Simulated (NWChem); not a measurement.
System: AlCl₃; SMILES [Cl][Al]([Cl])[Cl]

Here is an NWChem input.

```
start job
memory heap 200 mb stack 900 mb global 1100 mb
geometry units angstroms noautosym nocenter noautoz
  Al     0.000000     0.000000     0.002265
  Cl    -2.028827     0.454059    -0.000149
  Cl     1.407640     1.529986    -0.000149
  Cl     0.621187    -1.984045    -0.000149
end
basis spherical
  * library def2-svpd
end
dft
  xc pbe0
  iterations 150
end
tddft
  cis
  nroots 6
  notriplet
end
task tddft energy
```

Excerpt of the output:

```
             Northwest Computational Chemistry Package (NWChem) 7.3.0
             --------------------------------------------------------

                             Geometry "geometry" -> ""
                             -------------------------

 Output coordinates in angstroms (scale by  1.889725989 to convert to a.u.)

  No.       Tag          Charge          X              Y              Z
 ---- ---------------- ---------- -------------- -------------- --------------
    1 Al                  13.0000     0.00000000     0.00000000     0.00226500
    2 Cl                  17.0000    -2.02882700     0.45405900    -0.00014900
    3 Cl                  17.0000     1.40764000     1.52998600    -0.00014900
    4 Cl                  17.0000     0.62118700    -1.98404500    -0.00014900

 Effective nuclear repulsion energy (a.u.)     296.1644503270

                                 NWChem DFT Module
                                 -----------------

 Summary of "ao basis" -> "ao basis" (spherical)
 ------------------------------------------------------------------------------
       Tag                 Description            Shells   Functions and Types
 ---------------- ------------------------------  ------  ---------------------
 Al                        def2-svpd                10       24   5s3p2d
 Cl                        def2-svpd                11       27   5s4p2d

            General Information
            -------------------
          SCF calculation type: DFT
          Wavefunction type:  closed shell.
          No. of atoms     :     4
          No. of electrons :    64
           Alpha electrons :    32
            Beta electrons :    32
          Charge           :     0
          Spin multiplicity:     1
          Use of symmetry is: off; symmetry adaption is: off
          Maximum number of iterations: 150
          AO basis - number of functions:   105
                     number of shells:    43
          Convergence on energy requested:  1.00D-06
          Convergence on density requested:  1.00D-05
          Convergence on gradient requested:  5.00D-04

              XC Information
              --------------
                         PBE0 Method XC Functional
                     Hartree-Fock (Exact) Exchange  0.250
          PerdewBurkeErnzerhof Exchange Functional  0.750
            Perdew 1991 LDA Correlation Functional  1.000 local
           PerdewBurkeErnz. Correlation Functional  1.000 non-local

             Grid Information
             ----------------
          Grid used for XC integration:  medium
          Radial quadrature: Mura-Knowles
          Angular quadrature: Lebedev.
          Tag              B.-S. Rad. Rad. Pts. Rad. Cut. Ang. Pts.
          ---              ---------- --------- --------- ---------
          Al                  1.25       88          11.0       590
          Cl                  1.00       88          13.0       590
          Grid pruning is: on
          Number of quadrature shells:   352
          Spatial weights used:  Erf1

      Superposition of Atomic Density Guess
      -------------------------------------

 Sum of atomic energies:       -1619.78044675

      Non-variational initial energy
      ------------------------------

 Total energy =   -1620.492074
 1-e energy   =   -2831.178531
 2-e energy   =     914.522007
 HOMO         =      -0.447362
 LUMO         =      -0.028331

   convergence    iter        energy       DeltaE   RMS-Dens  Diis-err
 ---------------- ----- ----------------- --------- --------- ---------
 d= 0,ls=0.0,diis     1  -1622.1326616653 -1.92D+03  1.79D-02  4.60D-01
 d= 0,ls=0.0,diis     2  -1622.1269058787  5.76D-03  9.30D-03  3.86D-01
 d= 0,ls=0.0,diis     3  -1622.1847655376 -5.79D-02  1.24D-03  1.78D-02
 d= 0,ls=0.0,diis     4  -1622.1875128773 -2.75D-03  1.59D-04  4.77D-05
 d= 0,ls=0.0,diis     5  -1622.1875193166 -6.44D-06  2.42D-05  5.08D-06
 d= 0,ls=0.0,diis     6  -1622.1875200018 -6.85D-07  5.79D-06  1.15D-07

         Total DFT energy =    -1622.187520001839
      One electron energy =    -2832.690569455899
           Coulomb energy =     1017.244231535343
    Exchange-Corr. energy =     -102.905632408312
 Nuclear repulsion energy =      296.164450327029

 Numeric. integr. density =       63.999999810910

                       DFT Final Molecular Orbital Analysis
                       ------------------------------------

 Vector   30  Occ=2.000000D+00  E=-3.668692D-01
              MO Center= -5.8D-01,  8.1D-01,  2.6D-04, r^2= 4.3D+00
   Bfn.  Coefficient  Atom+Function         Bfn.  Coefficient  Atom+Function
  ----- ------------  ---------------      ----- ------------  ---------------
    38      0.469105  2 Cl pz                65     -0.389917  3 Cl pz
    35      0.361497  2 Cl pz                62     -0.300474  3 Cl pz
    32      0.209030  2 Cl pz                59     -0.173744  3 Cl pz
    92     -0.079190  4 Cl pz                41      0.071980  2 Cl pz
    89     -0.061025  4 Cl pz                68     -0.059829  3 Cl pz

 Vector   31  Occ=2.000000D+00  E=-3.668690D-01
              MO Center=  5.8D-01, -8.1D-01,  2.6D-04, r^2= 4.3D+00
   Bfn.  Coefficient  Atom+Function         Bfn.  Coefficient  Atom+Function
  ----- ------------  ---------------      ----- ------------  ---------------
    92      0.495958  4 Cl pz                89      0.382190  4 Cl pz
    65     -0.316557  3 Cl pz                62     -0.243942  3 Cl pz
    86      0.220996  4 Cl pz                38     -0.179397  2 Cl pz
    59     -0.141056  3 Cl pz                35     -0.138245  2 Cl pz
    32     -0.079938  2 Cl pz                95      0.076101  4 Cl pz

 Vector   32  Occ=2.000000D+00  E=-3.489887D-01
              MO Center=  8.1D-06, -8.8D-06, -7.7D-05, r^2= 5.4D+00
   Bfn.  Coefficient  Atom+Function         Bfn.  Coefficient  Atom+Function
  ----- ------------  ---------------      ----- ------------  ---------------
    37      0.361657  2 Cl py                90     -0.353678  4 Cl px
    34      0.278174  2 Cl py                63      0.272735  3 Cl px
    87     -0.272037  4 Cl px                64     -0.250926  3 Cl py
    60      0.209778  3 Cl px                61     -0.193004  3 Cl py
    31      0.160045  2 Cl py                84     -0.156514  4 Cl px

 Vector   33  Occ=0.000000D+00  E=-5.941964D-02
              MO Center= -1.7D-06,  1.0D-06,  4.2D-02, r^2= 6.2D+00
   Bfn.  Coefficient  Atom+Function         Bfn.  Coefficient  Atom+Function
  ----- ------------  ---------------      ----- ------------  ---------------
     4      1.086946  1 Al s                  5      0.957889  1 Al s
     3      0.494678  1 Al s                 29     -0.394248  2 Cl s
    56     -0.394246  3 Cl s                 83     -0.394247  4 Cl s
     2      0.276894  1 Al s                 36     -0.252050  2 Cl px
    91     -0.246486  4 Cl py                39     -0.242407  2 Cl px

 Vector   34  Occ=0.000000D+00  E=-4.724341D-02
              MO Center= -1.5D-06,  7.1D-07, -3.8D-02, r^2= 3.9D+00
   Bfn.  Coefficient  Atom+Function         Bfn.  Coefficient  Atom+Function
  ----- ------------  ---------------      ----- ------------  ---------------
    14      0.666727  1 Al pz                11      0.424604  1 Al pz
    38     -0.229949  2 Cl pz                65     -0.229949  3 Cl pz
    92     -0.229949  4 Cl pz                 8     -0.209215  1 Al pz
    35     -0.142113  2 Cl pz                62     -0.142113  3 Cl pz
    89     -0.142113  4 Cl pz                32     -0.078351  2 Cl pz

 Vector   35  Occ=0.000000D+00  E= 2.734640D-02
              MO Center= -7.7D-06,  5.5D-06,  5.5D-03, r^2= 1.4D+01
   Bfn.  Coefficient  Atom+Function         Bfn.  Coefficient  Atom+Function
  ----- ------------  ---------------      ----- ------------  ---------------
     5      4.996258  1 Al s                 29     -2.078856  2 Cl s
    56     -2.078856  3 Cl s                 83     -2.078853  4 Cl s
     4      0.660673  1 Al s                 22     -0.601038  1 Al d  0
     3     -0.589728  1 Al s                 39     -0.572789  2 Cl px
    94     -0.560143  4 Cl py                67      0.431955  3 Cl py

     Multipole analysis of the density
     ---------------------------------

     L   x y z        total         alpha         beta         nuclear
     -   - - -        -----         -----         ----         -------
     0   0 0 0     -0.000000    -32.000000    -32.000000     64.000000

     1   1 0 0     -0.000002     -0.000001     -0.000001      0.000000
     1   0 1 0      0.000002      0.000001      0.000001      0.000000
     1   0 0 1      0.003940     -0.018671     -0.018671      0.041283

[...]

                                NWChem TDDFT Module
                                -------------------

            General Information
            -------------------
           No. of orbitals :     210
            Alpha orbitals :     105
             Beta orbitals :     105
        Alpha frozen cores :       0
         Beta frozen cores :       0
     Alpha frozen virtuals :       0
      Beta frozen virtuals :       0
         Spin multiplicity :       1
    Number of AO functions :     105
        Use of symmetry is : off
      Symmetry adaption is : off
         Schwarz screening :  0.10D-07

              XC Information
              --------------
                  PBE0 Method XC Functional
              Hartree-Fock (Exact) Exchange   0.25
   PerdewBurkeErnzerhof Exchange Functional   0.75
     Perdew 1991 LDA Correlation Functional   1.00 local
    PerdewBurkeErnz. Correlation Functional   1.00 non-local

             TDDFT Information
             -----------------
          Calculation type : Tamm-Dancoff TDDFT
         Wavefunction type : Restricted singlets
          No. of electrons :      64
           Alpha electrons :      32
            Beta electrons :      32
              No. of roots :       6
          Max subspacesize :    5200
            Max iterations :     100
               Target root :       1
           Target symmetry : none
      Symmetry restriction : off
                 Algorithm : Optimal
        Davidson threshold :  0.10D-03

    6 smallest eigenvalue differences (eV)
--------------------------------------------------------
  No. Spin  Occ  Vir  Irrep   E(Occ)    E(Vir)   E(Diff)
--------------------------------------------------------
    1    1   32   33 a        -0.349    -0.059     7.880
    2    1   32   34 a        -0.349    -0.047     8.211
    3    1   31   33 a        -0.367    -0.059     8.366
    4    1   30   33 a        -0.367    -0.059     8.366
    5    1   29   33 a        -0.373    -0.059     8.527
    6    1   28   33 a        -0.373    -0.059     8.527
--------------------------------------------------------

  Entering Davidson iterations
  Restricted singlet excited states

  Iter   NTrls   NConv    DeltaV     DeltaE      Time
  ----  ------  ------  ---------  ---------  ---------
    1      6       0     0.47E-01   0.10+100       12.1
    2     12       0     0.21E-01   0.46E-02       11.9
    3     18       0     0.93E-02   0.12E-02       12.0
    4     24       1     0.57E-02   0.26E-03       11.3
    5     29       2     0.28E-02   0.13E-03       10.5
    6     33       2     0.91E-03   0.17E-04        7.3
    7     37       4     0.26E-03   0.17E-05        6.0
    8     39       6     0.53E-04   0.11E-06        6.3
  ----  ------  ------  ---------  ---------  ---------
  Convergence criterion met

  Ground state a       -1622.187520001839 a.u.

  ----------------------------------------------------------------------------
  Root   1 singlet a              0.240336802 a.u.                6.5399 eV
  ----------------------------------------------------------------------------
     Transition Moments    X  0.00000   Y  0.00000   Z  0.00000
     Dipole Oscillator Strength                    0.0000000000
     Electric Quadrupole                           0.0000000000
     Magnetic Dipole                               0.0000006069
     Total Oscillator Strength                     0.0000006069

     Occ.   32  a   ---  Virt.   33  a        0.99415
     Occ.   32  a   ---  Virt.   35  a       -0.06390
  ----------------------------------------------------------------------------
  Root   2 singlet a              0.248526864 a.u.                6.7628 eV
  ----------------------------------------------------------------------------
     Transition Moments    X -0.00000   Y  0.00000   Z -0.00000
     Dipole Oscillator Strength                    0.0000000000
     Electric Quadrupole                           0.0000000000
     Magnetic Dipole                               0.0000000011
     Total Oscillator Strength                     0.0000000011

     Occ.   32  a   ---  Virt.   34  a        0.99789
  ----------------------------------------------------------------------------
  Root   3 singlet a              0.255527998 a.u.                6.9533 eV
  ----------------------------------------------------------------------------
     Transition Moments    X -0.00083   Y  0.00315   Z  0.00000
     Dipole Oscillator Strength                    0.0000018101
     Electric Quadrupole                           0.0000003216
     Magnetic Dipole                               0.0000014167
     Total Oscillator Strength                     0.0000035484

     Occ.   30  a   ---  Virt.   33  a        0.11037
     Occ.   31  a   ---  Virt.   33  a       -0.98684
     Occ.   31  a   ---  Virt.   35  a        0.08149
  ----------------------------------------------------------------------------
  Root   4 singlet a              0.255528186 a.u.                6.9533 eV
  ----------------------------------------------------------------------------
     Transition Moments    X  0.00315   Y  0.00083   Z -0.00000
     Dipole Oscillator Strength                    0.0000018095
     Electric Quadrupole                           0.0000003216
     Magnetic Dipole                               0.0000014167
     Total Oscillator Strength                     0.0000035479

     Occ.   30  a   ---  Virt.   33  a       -0.98684
     Occ.   30  a   ---  Virt.   35  a        0.08149
     Occ.   31  a   ---  Virt.   33  a       -0.11037
  ----------------------------------------------------------------------------
  Root   5 singlet a              0.264427837 a.u.                7.1955 eV
  ----------------------------------------------------------------------------
     Transition Moments    X  0.43518   Y  0.09666   Z -0.00000
     Dipole Oscillator Strength                    0.0350326225
     Electric Quadrupole                           0.0000000285
     Magnetic Dipole                               0.0000000034
     Total Oscillator Strength                     0.0350326544

     Occ.   29  a   ---  Virt.   33  a       -0.93415
     Occ.   29  a   ---  Virt.   35  a        0.07154
     Occ.   30  a   ---  Virt.   34  a        0.33689
  ----------------------------------------------------------------------------
  Root   6 singlet a              0.264427962 a.u.                7.1955 eV
  ----------------------------------------------------------------------------
     Transition Moments    X -0.09666   Y  0.43517   Z  0.00000
     Dipole Oscillator Strength                    0.0350313483
     Electric Quadrupole                           0.0000000285
     Magnetic Dipole                               0.0000000034
     Total Oscillator Strength                     0.0350313802

     Occ.   28  a   ---  Virt.   33  a       -0.93415
     Occ.   28  a   ---  Virt.   35  a        0.07154
     Occ.   31  a   ---  Virt.   34  a        0.33690

              Target root =      1
          Target symmetry = none
      Ground state energy =  -1622.187520001839
        Excitation energy =      0.240336801987
     Excited state energy =  -1621.947183199853

  stored tddft:energy   -1621.9471831998526
```

Level: PBE0/def2-SVPD, TDA. All runs use the structure optimised with PBE0/def2-SVP.
